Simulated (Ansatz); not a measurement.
# BSiH₆ (doublet): wave-function methods side by side at distance B1–H4 along a hydrogen transfer = 1.194 Å, cc-pVDZ

Aim: climb from Hartree-Fock through coupled cluster and multireference methods for BSiH₆ (doublet) at one geometry and basis, and see what each rung misses.

Computed with Ansatz 0.2.0, Gaussian basis. Level: cc-pVDZ, core rule «outside noble gas», up to 6 orbitals frozen.

Plan: UHF; CCSD(T) on ROHF; CCSD(T) on UHF; BCCD(T) on ROHF; CISD; CCSDT(Q) on ROHF; CCSDT(Q) on UHF; CASSCF and MRCISD+Q, 3 electrons in 3 orbitals; CASSCF and NEVPT2, 3 electrons in 3 orbitals; CASSCF and MRCISD+Q, 9 electrons in 9 orbitals; CASSCF and NEVPT4(SD), 9 electrons in 9 orbitals; CASSCF and NEVPT2, 9 electrons in 9 orbitals.

### 1 The geometry

The geometry derives from fragments relaxed apart (PBE0/def2-TZVP) and kept rigid, so it is no stationary point. A hydrogen atom is moved between rigid fragments.

8 atoms, charge 0, spin multiplicity 2.

Atoms are counted from 1 here; the program's logs count them from 0.

Bond lengths: B1–H2 1.193 Å, B1–H3 1.193 Å, B1–H4 1.193 Å, Si5–H6 1.486 Å, Si5–H7 1.486 Å, Si5–H8 1.486 Å. Angles: H2–B1–H3 120.0°, H2–B1–H4 120.0°, H3–B1–H4 120.0°, H6–Si5–H7 111.3°, H6–Si5–H8 111.3°, H7–Si5–H8 111.3°.

### 2 UHF

File in.yaml:

```yaml
crystal:
  periodic: [false, false, false]
  atoms:
    - {symbol: B, position_ang: [-2.122726, 0.000000, 0.000000]}
    - {symbol: H, position_ang: [-2.719460, 1.033572, 0.000000]}
    - {symbol: H, position_ang: [-2.719460, -1.033571, 0.000001]}
    - {symbol: H, position_ang: [-0.929261, 0.000000, 0.000000]}
    - {symbol: Si, position_ang: [0.900274, 0.000000, 0.000000]}
    - {symbol: H, position_ang: [1.350246, -1.416253, 0.000000]}
    - {symbol: H, position_ang: [1.350248, 0.708126, -1.226512]}
    - {symbol: H, position_ang: [1.350248, 0.708127, 1.226511]}
basis:
  gaussian: {orbitals: cc-pVDZ}
magnetization: {spin_polarized: true, initial_magnetization: 1}
hamiltonian: {xc: hf}
output: {orbitals: {seedname: orbitals}}
```

Launch:

```bash
> ansatz run in.yaml --threads 1 --pin off --events-out ev --progress --plain --max-ram 2816MiB --backend cpu
```

Further steps of the session: CCSD(T) on ROHF; CCSD(T) on UHF; BCCD(T) on ROHF; CISD; CCSDT(Q) on ROHF; CCSDT(Q) on UHF; CASSCF and MRCISD+Q, 3 electrons in 3 orbitals; CASSCF and NEVPT2, 3 electrons in 3 orbitals; CASSCF and MRCISD+Q, 9 electrons in 9 orbitals; CASSCF and NEVPT4(SD), 9 electrons in 9 orbitals; CASSCF and NEVPT2, 9 electrons in 9 orbitals.

Q: Predict the results of all the runs planned. Wanted: UCCSDT(Q) below the RHF energy; RMP2 from UCCSDT(Q); UMP2 from UCCSDT(Q); RCCSD from UCCSDT(Q); RCCSD(T) from UCCSDT(Q); UCCSD(T) from UCCSDT(Q); RCCSDT(Q) from UCCSDT(Q); NEVPT2 pair from UCCSDT(Q); MRCISD+Q pair from UCCSDT(Q).

As calculated:

| quantity | value |
| --- | --- |
| UCCSDT(Q) below the RHF energy | -7.0125 eV |
| RMP2 from UCCSDT(Q) | +148.2 kJ/mol |
| UMP2 from UCCSDT(Q) | +148.9 kJ/mol |
| RCCSD from UCCSDT(Q) | +16.0 kJ/mol |
| RCCSD(T) from UCCSDT(Q) | +3.3 kJ/mol |
| UCCSD(T) from UCCSDT(Q) | +3.3 kJ/mol |
| RCCSDT(Q) from UCCSDT(Q) | 0.0 kJ/mol |
| NEVPT2 pair from UCCSDT(Q) | +149.3 kJ/mol |
| MRCISD+Q pair from UCCSDT(Q) | +4.2 kJ/mol |
| NEVPT2 frontier from UCCSDT(Q) | +143.1 kJ/mol |
| levels within 1 kcal/mol (43 meV) | RCCSD(T), UCCSD(T), BCCD(T), RCCSDT, UCCSDT, RCCSDT(Q), MRCISD+Q frontier |
| T1 diagnostic | 0.015 |

What this shows: RCCSD(T) lands +3.3 kJ/mol from the yardstick (0.5 % of the correlation energy). Of the multireference levels listed MRCISD+Q frontier comes nearest in total energy (+4.1 kJ/mol), which doesn't show that its space is the better one. These misses are within one basis, not against nature; the frozen cores of restricted and unrestricted runs differ, which can shift their rows.
